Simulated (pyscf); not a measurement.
This saddle point was located with ωB97X-D3(BJ)/def2-SVP in PySCF.

```xyz
11

O     -1.3652    -0.3823     2.0334
Si    -1.2227    -0.5094     0.4084
F     -0.6045    -2.0218     0.3419
F     -2.4957    -0.7157    -0.5592
O      0.1720     0.1103    -0.4560
H     -1.7114     0.4625     2.3392
H      0.7604    -0.5926    -0.7638
H     -1.1283     1.9678    -0.4174
F     -1.6980     1.3783     0.3560
H      0.1097     1.1941    -0.9758
F     -0.3110     2.2247    -1.2022
```

Surface: singlet, charge 0. Lowest wavenumbers (cm⁻¹): 748i, 42, 160, 181, 319.

Task: Name the species on either side of this saddle.

Result: HO–Si(OH)(F)–F + hydrogen fluoride (HF) + hydrogen fluoride (HF) ⇌ HO–Si(F)(F)–F + water (H₂O) + hydrogen fluoride (HF), a multi-bond step read from left to right: O–Si, F–H, F–H broken and F–Si, H–O, F–H formed. At ωB97M-D3(BJ)/def2-TZVP it lies -6.4 kcal/mol from the left side and +1.7 kcal/mol from the right (each side as separated species at their lowest minima found). On the reactant side the descent ends in a bound adduct, 20.9 kcal/mol under the separated species and 14.8 kcal/mol under the saddle at ωB97X-D3(BJ)/def2-TZVP. On the product side the descent ends in an adduct with a O–Si contact, 5.4 kcal/mol under the separated species and 7.0 kcal/mol under the saddle at ωB97X-D3(BJ)/def2-TZVP. At ωB97M-D3(BJ) the saddle lies under the separated reactants, which points to a path from their complex (located at ωB97X-D3(BJ) alone). What is counted as broken (O–Si) persists as a longer contact in the product adduct; parting that adduct is a step of its own. This is the saddle that the search found; another between the same sides may lie lower.
